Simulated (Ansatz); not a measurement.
**HfO₂ (P2₁/c, No. 14): smallest direct gap on the k points sampled by level of theory**

No measured value is used here.

```csv
level (code),value (eV),cell (Å³/atom)
LDA (Ansatz),4.05,11.53
PBE (Ansatz),4.23,11.53
PBE-D3(BJ) (Ansatz),4.13,11.63
r²SCAN (Ansatz),4.74,11.53
PBE0 (Ansatz),6.54,11.43
```

At these levels the smallest gap is indirect and lower: LDA 3.96, PBE 4.16, PBE-D3(BJ) 4.04, r²SCAN 4.66, PBE0 6.44 eV. Computed values are for a static lattice. Levels without +SOC have no spin–orbit coupling; where heavier elements are present it shifts gaps, mostly down, and can invert bands.  PBE-D3(BJ): the relaxation could not lower the start's symmetry, so the cell can be a saddle point above a distorted one. Values are at a fixed cell, not relaxed at this level and not confirmed as the measured one; PBE-D3(BJ) at the level's own relaxed cell; PBE0 at the PBEsol cell. Cutoffs and k meshes differ between the levels. Ansatz's density-functional and Hartree–Fock values are scalar-relativistic unless marked +SOC, with PAW data made under PBE.

Ansatz is a first-principles code.
